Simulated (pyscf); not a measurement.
## Substitution at C: H₃C–CH₂–Cl (SMILES CCCl) + H• (SMILES [H]) -> H₃C–CH₃ (SMILES CC) + Cl• (SMILES [Cl])

Gas phase, doublet surface, charge 0. Bonds broken: C2–Cl3. Bonds formed: C2–H9. Structures and frequencies: ωB97X-D3(BJ)/def2-SVP in PySCF. MP2 and CC: frozen core, UHF for open shells. ΔMP2 is the change of the MP2 total energy from the triple- to the quadruple-zeta basis.

Transition state (Å):

```xyz
9

C     -1.5410     0.5291    -0.2849
C     -0.1100     0.0073    -0.3434
Cl    -0.3770    -1.9860    -0.0542
H     -2.1395     0.0406    -1.0663
H     -1.9834     0.2722     0.6875
H     -1.6021     1.6186    -0.4233
H      0.5368     0.1059     0.5365
H      0.3705    -0.1404    -1.3179
H      0.5554     1.3636    -0.5847
```

One imaginary mode, 1430i cm⁻¹; descent along it reached the two sides named.

```json
[
 {"bond": "C2–Cl3", "change": "breaks", "reactant side (Å)": "1.791", "saddle": "2.032", "product side": "3.6"},
 {"bond": "C2–H9", "change": "forms", "reactant side (Å)": "3.8", "saddle": "1.530", "product side": "1.102"}
]
```

Electronic energies relative to the separated reactants (kJ/mol):

```
level                             barrier  reaction energy  reverse barrier
--------------------------------  -------  ---------------  ---------------
ωB97X-D3(BJ)/def2-TZVP               97.1            -80.3            177.4
PBE/def2-TZVP                        61.6            -67.7            129.3
r²SCAN/def2-TZVP                     58.5            -79.8            138.2
B3LYP-D3(BJ)/def2-TZVP               66.6            -95.4            162.0
PBE0-D3(BJ)/def2-TZVP                76.9            -73.7            150.6
M06-2X/def2-TZVP                     88.7            -79.9            168.6
ωB97M-D3(BJ)/def2-TZVP               91.3            -85.2            176.5
HF/def2-TZVP                        144.0           -119.0            263.0
MP2/def2-QZVPP                      110.6            -63.1            173.7
CCSD/def2-TZVPP                      97.8           -105.3            203.1
CCSD(T)/def2-TZVPP                   91.3            -95.1            186.4
CCSD(T)/def2-TZVPP + ΔMP2(QZVPP)     89.5            -89.6            179.1
```

With CCSD(T)/def2-TZVPP + ΔMP2(QZVPP) energies and thermal terms (ideal gas, 1 atm, RRHO with modes under 100 cm⁻¹ raised to 100, one conformer, R ln 2 for chiral ones without a mode under 150 cm⁻¹), in kJ/mol:

```json
[
 {"T (K)": "298", "ΔH‡": "89.6", "ΔG‡": "118.2", "ΔH": "-70.2", "ΔG": "-69.6"},
 {"T (K)": "600", "ΔH‡": "87.7", "ΔG‡": "147.9", "ΔH": "-73.5", "ΔG": "-67.7"},
 {"T (K)": "900", "ΔH‡": "86.3", "ΔG‡": "178.3", "ΔH": "-76.4", "ΔG": "-64.2"},
 {"T (K)": "1200", "ΔH‡": "85.0", "ΔG‡": "209.2", "ΔH": "-78.7", "ΔG": "-59.7"}
]
```

The same reactants have a lower exit, to •H₂C–CH₃ + HCl (barrier +47.2 kJ/mol at ωB97M-D3(BJ), against +91.3 kJ/mol here). One saddle was located; it need not be the lowest between these sides. The angle at the attacked C is 162°. The CCSD(T) − MP2 part came from Ansatz, without density fitting, on the same reference. Left out: orbital degeneracy and the spin-orbit lowering of Cl.
